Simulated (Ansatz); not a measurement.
## Fluorite CdF₂

Calculation: r²SCAN (Ansatz, a program for electronic structure, PAW).

Settings: plane-wave cutoff 600 eV, 8×8×8 k mesh, scalar-relativistic PAW data made under PBE.

Cell: relaxed at this level.

```json
{
 "elastic constant C11": "191 GPa",
 "elastic constant C12": "74.1 GPa",
 "elastic constant C44": "24.0 GPa",
 "Voigt–Reuss–Hill bulk modulus": "113 GPa",
 "polycrystal shear modulus (Hill average)": "34.6 GPa",
 "young_modulus": "94.2 GPa",
 "poisson_ratio": "0.361"
}
```

Elastic constants are with the ions relaxed.

It cost about 80 core-seconds (a rough figure) of CPU time.
